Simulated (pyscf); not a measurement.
PySCF, gas phase, ωB97X-D3(BJ)/def2-SVP geometries.

Task: For the elementary gas-phase step H₃C–Zn–SH + CH₃• -> H₃C–CH₃ + [HS–Zn]• (doublet surface; C–Zn broken, C–C formed), what barrier and reaction energy does ωB97M-D3(BJ)/def2-TZVP give, measured from the separated reactants?

Result: ΔE‡ = 111.6 kJ/mol, ΔE = -98.2 kJ/mol. Zero-point energy shifts the barrier by +12.2 kJ/mol. It is a substitution at C, with an imaginary mode of 1091i cm⁻¹. This is the saddle that the search found; another between the same sides may lie lower. The angle at the attacked C is 179°. Elements up to Kr have no core potential and no relativistic terms here.
